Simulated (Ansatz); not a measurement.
Isolated molecules relaxed with PBE0-D4/def2-TZVP in Ansatz; ΔE leaves out vibrations. CCSD(T)/CBS is the MP2 limit (def2-TZVPP, def2-QZVPP) plus CCSD(T) − MP2 in def2-TZVPP, frozen cores. This one scheme is used for every species. DFT in def2-TZVPP. B3LYP here is the variant with VWN-RPA as its local correlation; programs differ in this. HSE06 is defined as in plane-wave codes. No spin–orbit coupling; open shells (•) take unrestricted orbitals.

Consider the hydrogen abstraction from a C–H bond: `CC(F)F` + `[CH3]`• → `C[C](F)F`• + CH₄.

```
             level  ΔE (kJ/mol)  difference from CCSD(T)/CBS
       LDA (SPW92)        -46.1                        -29.2
            PBE-D4        -36.6                        -19.7
         revPBE-D4        -33.9                        -17.0
           BLYP-D4        -32.8                        -15.9
         r2SCAN-D4        -27.3                        -10.4
            B97M-V        -26.3                         -9.4
           PBE0-D4        -29.4                        -12.5
          B3LYP-D4        -27.6                        -10.7
        r2SCANh-D4        -26.1                         -9.2
        r2SCAN0-D4        -24.5                         -7.6
          BHLYP-D4        -19.9                         -3.0
      CAM-B3LYP-D4        -26.3                         -9.4
           ωB97X-V        -26.9                        -10.0
           ωB97M-V        -22.0                         -5.1
            B2PLYP        -24.0                         -7.1
            revPBE        -35.6                        -18.7
              BLYP        -33.9                        -17.0
            r2SCAN        -27.4                        -10.5
              PBE0        -29.8                        -12.9
             B3LYP        -28.4                        -11.5
           r2SCANh        -26.2                         -9.3
           r2SCAN0        -24.6                         -7.7
             HSE06        -30.0                        -13.1
             BHLYP        -20.3                         -3.4
         CAM-B3LYP        -26.6                         -9.7
           LC-ωPBE        -27.7                        -10.8
       HF/def2-SVP         -9.1                          7.8
      MP2/def2-SVP        -22.5                         -5.6
     CCSD/def2-SVP        -19.5                         -2.6
  CCSD(T)/def2-SVP        -21.7                         -4.8
     HF/def2-TZVPP         -8.7                          8.2
    MP2/def2-TZVPP        -17.1                         -0.2
SCS-MP2/def2-TZVPP        -13.4                          3.5
   CCSD/def2-TZVPP        -14.6                          2.3
CCSD(T)/def2-TZVPP        -16.7                          0.2
     HF/def2-QZVPP         -9.3                          7.6
    MP2/def2-QZVPP        -17.4                         -0.5
SCS-MP2/def2-QZVPP        -13.7                          3.2
      HF/CBS(def2)         -9.4                          7.5
     MP2/CBS(def2)        -17.3                         -0.4
       CCSD(T)/CBS        -16.9                            0
```

Question: What do rigid-rotor, harmonic-oscillator terms from PBE0-D4/def2-TZVP frequencies (298.15 K, 1 bar) make of the CCSD(T)/CBS value? (Best estimate.)

Answer: The calculation gave: ΔZPE = +4.2 kJ/mol, ΔH = -13.0 kJ/mol, ΔS = -2 J/(mol·K), ΔG = -12.5 kJ/mol. Open shells count their whole term as degenerate.

Largest T1 diagnostic among the species: 0.014.

At CCSD(T), def2-SVP lies −4.8 kJ/mol from the extrapolated value and def2-TZVPP +0.2 kJ/mol. From PBE to PBE0 (25 % exact exchange), in def2-TZVPP and without D4, ΔE moves by +7.3 kJ/mol. In def2-TZVPP, CCSD(T) changes the Hartree–Fock value by −8.0 kJ/mol (the triples alone add −2.1 kJ/mol) and MP2 by −8.3 kJ/mol.
